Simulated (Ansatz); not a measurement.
Ansatz (a program for electronic structure) input (B3LYP-D3(BJ)/def2-TZVP):

Ansatz 0.2 input:
```yaml
crystal:
  periodic: [false, false, false]
  atoms:
    - {symbol: C, position_ang: [0.00394345, 0.00524516, 0.76725426]}
    - {symbol: Cl, position_ang: [-0.01752138, 1.48253369, -0.22626440]}
    - {symbol: Cl, position_ang: [0.01529894, -1.48548974, -0.20614288]}
    - {symbol: H, position_ang: [-0.89039947, -0.00050138, 1.37837936]}
    - {symbol: H, position_ang: [0.90452024, 0.01928333, 1.36901878]}
basis:
  gaussian:
    orbitals: def2-TZVP
hamiltonian:
  xc: b3lyp
  dispersion: d3bj
phonons: {temperatures: {t_min: 298.15, t_max: 298.15, t_step: 100}}
```

Output:

```
Functional definition: B3LYP
integrals: 0.04 GiB planned
794 factors; their error is unknown
mean field: 0.37 GiB planned
mean field evaluation 1: about -26114.8892 eV, gradient 2.9e1 eV
mean field evaluation 2: about -26112.9276 eV, gradient 4.0e1 eV
mean field evaluation 4: about -26116.8107 eV, gradient 7.4e-1 eV
mean field evaluation 8: about -26116.8642 eV, gradient 2.5e-1 eV
mean field evaluation 16: about -26116.8642 eV, gradient 6.6e-5 eV
mean field -26116.86424597 eV, -959.7770583932 hartree, gradient 6.6e-5 eV, S^2 0.000000; 0 other end points of the search recorded, 0 dependent functions left out
the calculation of the forces begins
reference -26116.86446715 eV, -959.7770665212 hartree; 21, 21 occupied and 96, 96 virtual orbitals, 794 factors
these checks for a lower state are left out or cut short: stability, starts, cluster_reference, orbital_swaps, neighbouring_geometries, increment
integrals: 0.04 GiB planned
794 factors; their error is unknown
mean field: 0.37 GiB planned
mean field -26116.86412210 eV, -959.7770538410 hartree, gradient 1.7e-6 eV, S^2 0.000000; 0 other end points of the search recorded, 0 dependent functions left out
the calculation of the forces begins
reference -26116.86434326 eV, -959.7770619685 hartree; 21, 21 occupied and 96, 96 virtual orbitals, 794 factors
these checks for a lower state are left out or cut short: stability, starts, cluster_reference, orbital_swaps, neighbouring_geometries, increment
integrals: 0.04 GiB planned
794 factors; their error is unknown
mean field: 0.37 GiB planned
mean field -26116.86411828 eV, -959.7770537005 hartree, gradient 1.7e-6 eV, S^2 0.000000; 0 other end points of the search recorded, 0 dependent functions left out
the calculation of the forces begins
reference -26116.86433947 eV, -959.7770618291 hartree; 21, 21 occupied and 96, 96 virtual orbitals, 794 factors
these checks for a lower state are left out or cut short: stability, starts, cluster_reference, orbital_swaps, neighbouring_geometries, increment
integrals: 0.04 GiB planned
794 factors; their error is unknown
mean field: 0.37 GiB planned
mean field evaluation 32: about -26116.8118 eV, gradient 1.0e-4 eV
mean field -26116.86414261 eV, -959.7770545945 hartree, gradient 1.7e-6 eV, S^2 0.000000; 0 other end points of the search recorded, 0 dependent functions left out
the calculation of the forces begins
reference -26116.86436375 eV, -959.7770627215 hartree; 21, 21 occupied and 96, 96 virtual orbitals, 794 factors
these checks for a lower state are left out or cut short: stability, starts, cluster_reference, orbital_swaps, neighbouring_geometries, increment
integrals: 0.04 GiB planned
794 factors; their error is unknown
mean field: 0.37 GiB planned
mean field -26116.86426004 eV, -959.7770589101 hartree, gradient 1.7e-6 eV, S^2 0.000000; 0 other end points of the search recorded, 0 dependent functions left out
the calculation of the forces begins
reference -26116.86448125 eV, -959.7770670393 hartree; 21, 21 occupied and 96, 96 virtual orbitals, 794 factors
these checks for a lower state are left out or cut short: stability, starts, cluster_reference, orbital_swaps, neighbouring_geometries, increment
integrals: 0.04 GiB planned
794 factors; their error is unknown
mean field: 0.37 GiB planned
mean field -26116.86422151 eV, -959.7770574939 hartree, gradient 1.7e-6 eV, S^2 0.000000; 0 other end points of the search recorded, 0 dependent functions left out
the calculation of the forces begins
reference -26116.86444268 eV, -959.7770656218 hartree; 21, 21 occupied and 96, 96 virtual orbitals, 794 factors
these checks for a lower state are left out or cut short: stability, starts, cluster_reference, orbital_swaps, neighbouring_geometries, increment
integrals: 0.04 GiB planned
794 factors; their error is unknown
mean field: 0.37 GiB planned
mean field -26116.86423792 eV, -959.7770580971 hartree, gradient 1.7e-6 eV, S^2 0.000000; 0 other end points of the search recorded, 0 dependent functions left out
the calculation of the forces begins
reference -26116.86445910 eV, -959.7770662253 hartree; 21, 21 occupied and 96, 96 virtual orbitals, 794 factors
these checks for a lower state are left out or cut short: stability, starts, cluster_reference, orbital_swaps, neighbouring_geometries, increment
integrals: 0.04 GiB planned
794 factors; their error is unknown
mean field: 0.37 GiB planned
mean field evaluation 64: about -26116.8642 eV, gradient 7.3e-5 eV
mean field -26116.86416106 eV, -959.7770552726 hartree, gradient 1.7e-6 eV, S^2 0.000000; 0 other end points of the search recorded, 0 dependent functions left out
the calculation of the forces begins
reference -26116.86438222 eV, -959.7770634002 hartree; 21, 21 occupied and 96, 96 virtual orbitals, 794 factors
these checks for a lower state are left out or cut short: stability, starts, cluster_reference, orbital_swaps, neighbouring_geometries, increment
integrals: 0.04 GiB planned
794 factors; their error is unknown
mean field: 0.37 GiB planned
mean field -26116.86417244 eV, -959.7770556908 hartree, gradient 1.7e-6 eV, S^2 0.000000; 0 other end points of the search recorded, 0 dependent functions left out
the calculation of the forces begins
reference -26116.86439363 eV, -959.7770638193 hartree; 21, 21 occupied and 96, 96 virtual orbitals, 794 factors
these checks for a lower state are left out or cut short: stability, starts, cluster_reference, orbital_swaps, neighbouring_geometries, increment
integrals: 0.04 GiB planned
794 factors; their error is unknown
mean field: 0.37 GiB planned
mean field -26116.86420972 eV, -959.7770570610 hartree, gradient 1.7e-6 eV, S^2 0.000000; 0 other end points of the search recorded, 0 dependent functions left out
the calculation of the forces begins
reference -26116.86443089 eV, -959.7770651885 hartree; 21, 21 occupied and 96, 96 virtual orbitals, 794 factors
these checks for a lower state are left out or cut short: stability, starts, cluster_reference, orbital_swaps, neighbouring_geometries, increment
integrals: 0.04 GiB planned
794 factors; their error is unknown
mean field: 0.37 GiB planned
mean field -26116.86422305 eV, -959.7770575505 hartree, gradient 1.7e-6 eV, S^2 0.000000; 0 other end points of the search recorded, 0 dependent functions left out
the calculation of the forces begins
reference -26116.86444423 eV, -959.7770656791 hartree; 21, 21 occupied and 96, 96 virtual orbitals, 794 factors
Total energy: -26117.04358283 eV, -959.7836489011 hartree
Atom 0 at     0.003943     0.005245     0.767254 Å, force     0.000001     0.000001     0.000121 eV/Å
Atom 1 at    -0.017521     1.482534    -0.226264 Å, force     0.000000    -0.000001     0.000039 eV/Å
Atom 2 at     0.015299    -1.485490    -0.206143 Å, force     0.000000     0.000002     0.000039 eV/Å
Atom 3 at    -0.890399    -0.000501     1.378379 Å, force     0.000067     0.000000    -0.000100 eV/Å
Atom 4 at     0.904520     0.019283     1.369019 Å, force    -0.000068    -0.000001    -0.000099 eV/Å
Dipole moment:     0.001789     0.002379     0.348062 e Å
Vibrations: 278.58 701.60 721.03 900.36 1171.41 1287.55 1465.00 3119.39 3195.92 cm⁻¹, zero-point energy 0.796030 eV
```
